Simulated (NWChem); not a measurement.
**SiHClO (SMILES O[Si]Cl), step by step**

Aim: a geometry optimisation (S12g/LANL2DZ), then the harmonic vibrations, then energy and one-electron properties of SiHClO. 

The calculation is run with NWChem 7.3.0.

2 further runs of the same task are left out: 2 set aside as unsound or not needed.

## (1) The molecule

The species is SiHClO (4 atoms), meant as a singlet with charge 0. As SMILES, `O[Si]Cl`. The coordinates come from a PBE0-D4/def2-TZVP relaxation. The run starts from this shape.

Bond lengths: O1–Si2 1.637 Å, Si2–Cl3 2.110 Å, O1–H4 0.963 Å. Angles: O1–Si2–Cl3 101.3°, Si2–O1–H4 120.4°.

## (2) A structure relaxation at S12g/LANL2DZ (density fitting with ahlrichs coulomb fitting, core potential) (run 1)

File clhosi.nw:

```
echo
start clhosi
title "ClHOSi S12g"
memory stack 880 mb heap 220 mb global 1100 mb
geometry units angstrom
  O       -0.911800       0.450200      -0.308700
  Si      -0.434200      -0.789700       0.647000
  Cl       1.662300      -0.701000       0.421400
  H       -0.260800       0.980400      -0.780000
end
basis spherical
  O library "lanl2dz ecp"
  Si library "lanl2dz ecp"
  Cl library "lanl2dz ecp"
  H library "lanl2dz ecp"
end
ecp
  Si library "lanl2dz ecp"
  Cl library "lanl2dz ecp"
end
basis "cd basis" spherical
  O library "ahlrichs coulomb fitting"
  Si library "ahlrichs coulomb fitting"
  Cl library "ahlrichs coulomb fitting"
  H library "ahlrichs coulomb fitting"
end
dft
  xc s12g
  grid fine
  noprint "final vectors analysis"
end
driver
  maxiter 50
end
task dft optimize
```

Launch:

```
$ nwchem clhosi.nw > clhosi.out
```

Standard output:

```text
[...]
 Group name             Cs
[...]
          Wavefunction type:  closed shell.
          No. of atoms     :     4
          No. of electrons :    20
[...]
          Charge           :     0
          Spin multiplicity:     1
[...]
          AO basis - number of functions:    27
[...]
              XC Information
              --------------
                         S12g Method XC Functional
                        Slater Exchange Functional  1.038 local
                S12g(GGA-part) Exchange Functional  1.000 non-local
            Perdew 1991 LDA Correlation Functional  1.000 local
           PerdewBurkeErnz. Correlation Functional  1.000 non-local
[...]
 d= 0,ls=0.0,diis     1    -94.6479049635 -1.29D+02  5.31D-02  4.63D-01     0.2
[...]
         Total DFT energy =      -94.721935178234
[...]
  wavefunction    = closed shell
[...]
@    0     -94.72193518  0.0D+00  0.04944  0.02860  0.00000  0.00000      1.3
[...]
         Total DFT energy =      -94.730153550603
[...]
@    1     -94.73090780 -9.0D-03  0.02103  0.01129  0.09985  0.19186      2.8
[...]
@    7     -94.73281923 -5.7D-07  0.00009  0.00006  0.00197  0.00491      8.9
[...]
         Total DFT energy =      -94.732819352049
[...]
         Total DFT energy =    -94.732819352049
[...]
@    8     -94.73281935 -1.3D-07  0.00002  0.00001  0.00110  0.00256      9.7
[...]
 d= 0,ls=0.0,diis     2    -94.7328193545 -7.85D-10  6.20D-06  6.70D-09    10.0
         Total DFT energy =      -94.732819354529
      One electron energy =     -199.368081726760
           Coulomb energy =       85.112020896863
    Exchange-Corr. energy =      -13.024778191565
 Nuclear repulsion energy =       32.548740281555
    Dispersion correction =       -0.000720614622
[...]
         Total DFT energy =    -94.732819354529
[...]
@    9     -94.73281935 -2.5D-09  0.00000  0.00000  0.00010  0.00023     10.2
[...]
      Optimization converged
[...]
```

Run time: 11 s. Hardware: 1 thread of Intel Xeon 6975P-C (Granite Rapids), shared host; peak memory 0.12 GiB.

The path in brief:

```csv
step,energy from the first frame kept (eV)
0,0.0000
1,-0.2442
2,-0.2841
3,-0.2949
4,-0.2960
5,-0.2961
6,-0.2962
7,-0.2962
8,-0.2962
9,-0.2962
```

After the run. Bond lengths: O1–Si2 1.694 Å, Si2–Cl3 2.267 Å, O1–H4 0.979 Å. Angles: O1–Si2–Cl3 100.5°, Si2–O1–H4 132.6°.

## (3) The harmonic vibrations at S12g/LANL2DZ (density fitting with ahlrichs coulomb fitting, core potential) (run 2)

File clhosi2.nw:

```
restart clhosi
title "ClHOSi S12g"
memory stack 880 mb heap 220 mb global 1100 mb

dft
xc s12g
grid fine
print low
end

freq
temp 1 273.15
end

task dft frequencies
```

Launch:

```
$ nwchem clhosi2.nw > clhosi2.out
```

Standard output:

```text
[...]
 *** Warning continue called for but no  ***
 *** fd restart file for nuclear hessian ***
[...]
 d= 0,ls=0.0,diis     1    -94.7328193547 -1.27D+02  9.35D-06  6.77D-09     0.3
[...]
         Total DFT energy =      -94.732819348714
[...]
         Total DFT energy =      -94.732786147165
[...]
         Total DFT energy =      -94.732817191334
[...]
         Total DFT energy =      -94.732817140953
[...]
         Total DFT energy =      -94.732818855495
[...]
 d= 0,ls=0.0,diis     4    -94.7328188547 -1.07D-08  5.71D-06  5.83D-08    31.0
         Total DFT energy =      -94.732818854720
      One electron energy =     -199.367332000677
           Coulomb energy =       85.111248369149
    Exchange-Corr. energy =      -13.024688099068
 Nuclear repulsion energy =       32.548673490422
    Dispersion correction =       -0.000720614545
[...]
                         DFT ENERGY GRADIENTS
    atom               coordinates                        gradient
                 x          y          z           x          y          z
   1 O       1.328633   2.909909   0.000000   -0.000014   0.000007   0.000147
   2 Si     -1.393321   1.224027   0.000000   -0.000008  -0.000005  -0.000081
   3 Cl      0.163697  -2.767789   0.000000    0.000000   0.000003   0.000033
   4 H       3.110367   2.411408  -0.010000    0.000022  -0.000005  -0.000099
[...]
```

It took 32 s on 1 thread of Intel Xeon 6975P-C (Granite Rapids), shared host; peak memory 0.11 GiB.

## (4) The charge distribution at S12g/LANL2DZ (density fitting with ahlrichs coulomb fitting, core potential) (run 3)

File clhosi.nw:

```
start clhosi
title "ClHOSi S12g"
memory stack 880 mb heap 220 mb global 1100 mb
charge 0

geometry
  O        0.703082       1.539858       0.000000
  Si      -0.737314       0.647727       0.000000
  Cl       0.086625      -1.464651       0.000000
  H        1.645936       1.276062       0.000000
end

basis spherical
  * library "lanl2dz ecp"
end

ecp
  Si library "lanl2dz ecp"
  Cl library "lanl2dz ecp"
end

basis "cd basis" spherical
  * library "ahlrichs coulomb fitting"
end

dft
  xc s12g
  grid fine
  print low
end

property
  dipole
  mulliken
  quadrupole
  moldenfile
  molden_norm janpa
end

task dft property
```

Launch:

```
$ nwchem clhosi.nw > clhosi.out
```

Standard output:

```text
[...]
 Group name             Cs
[...]
 d= 0,ls=0.0,diis     1    -94.6489033882 -1.27D+02  5.97D-02  4.79D-01     0.4
[...]
 d= 0,ls=0.0,diis    10    -94.7328193555 -3.15D-08  4.70D-06  1.80D-08     1.0
         Total DFT energy =      -94.732819355490
      One electron energy =     -199.367686991619
           Coulomb energy =       85.111560106447
    Exchange-Corr. energy =      -13.024710231509
 Nuclear repulsion energy =       32.548738375875
    Dispersion correction =       -0.000720614684
[...]
   Dipole moment        1.7268770790 Debye(s)
             DMX        0.7872531640 DMXEFC        0.0000000000
             DMY        1.5369895581 DMYEFC        0.0000000000
             DMZ       -0.0000000000 DMZEFC        0.0000000000
   -EFC- dipole         0.0000000000 DEBYE(S)
   Total dipole         1.7268770790 DEBYE(S)
[...]
```

Run time: 1.6 s. Hardware: 1 thread of Intel Xeon 6975P-C (Granite Rapids), shared host; peak memory 0.12 GiB.

## (5) Results

| quantity | value |
| --- | --- |
| run 1, S12g/LANL2DZ: total energy at the end | -94.73282 Eh |
| run 1, S12g/LANL2DZ: dipole moment | 1.73 D |
| run 1, S12g/LANL2DZ: dispersion energy | -1.89 kJ/mol |
| run 2, S12g/LANL2DZ: lowest harmonic wavenumber | 210 cm⁻¹ |
| run 2, S12g/LANL2DZ: highest harmonic wavenumber | 3716 cm⁻¹ |
| run 2, S12g/LANL2DZ: zero-point energy | 38.1 kJ/mol |
| run 2, S12g/LANL2DZ: ideal-gas entropy at 273.15 K (symmetry number 1 as used) | 66.5 cal/(mol K) |

The optimisation (run 1, S12g/LANL2DZ) took 10 steps and changed the energy by -0.296 eV. All 6 modes (run 2, S12g/LANL2DZ) are real, so the shape is a minimum at this level.
